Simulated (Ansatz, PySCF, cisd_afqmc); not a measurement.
Species: C$_{2}$H$_{3}$F, charge 0, singlet. C2H3F (fluoroethene, SMILES C=CF).
B3LYP-D3(BJ)/def2-TZVP minimum from Ansatz (an electronic-structure program):
```xyz
6

C      0.0048     0.4339    -0.0020
C      1.1838    -0.1536     0.0049
F     -1.1460    -0.2672    -0.0028
H     -0.1758     1.5010    -0.0077
H      1.2800    -1.2303     0.0104
H      2.0778     0.4520     0.0052
```
Charge 0, spin multiplicity 1.

Atomisation energy term by term, kcal/mol (programs: Ansatz, cisd_afqmc). Radicals and triplets start from unrestricted determinants; spin-orbit coupling is neglected. Cores are frozen in correlated methods. Rows without X2C or -DK are non-relativistic. The Monte Carlo rows (phaseless AFQMC, CISD trial, step 0.005/hartree) carry one-sigma bars that omit the constraint's bias. Outlying blocks are dropped, and bars are widened where a walk drifts. Over all cases where full CI ran beside it in this data, AFQMC minus full CI had a median of +0.1 mEh and passed +0.4 mEh in a tenth of the cases. CBS(X,Y): correlation extrapolated as X^-3, Hartree-Fock from the larger set (Q,5: extrapolated as (X+1)exp(-9√X)). A bracket is a step between two methods taken in the basis named. 'core' is core correlation in cc-pwCVTZ, 'X2C' scalar relativity in cc-pVTZ-DK, both at CCSD(T). For partners of very few electrons the exact lower level stands in for a higher one.

```
term                                                          basis  kcal/mol
-----------------------  ------------------------------------------  --------
Hartree-Fock                                   CBS(cc-pVQZ,cc-pV5Z)    418.92
CCSD correlation                               CBS(cc-pVQZ,cc-pV5Z)    142.16
(T)                                            CBS(cc-pVQZ,cc-pV5Z)     10.38
CCSDT(Q) - CCSD(T)                                          cc-pVDZ      0.60
core correlation                                          cc-pwCVTZ      2.36
scalar relativity                                   X2C, cc-pVTZ-DK     -0.51
minus zero-point energy  Hessian by PySCF at B3LYP-D3(BJ)/def2-TZVP    -27.57
sum: D0                                                                 546.3
```

The step beyond CCSD(T) by other levels: AFQMC/CISD in cc-pVDZ 0.55 ± 0.27 kcal/mol.
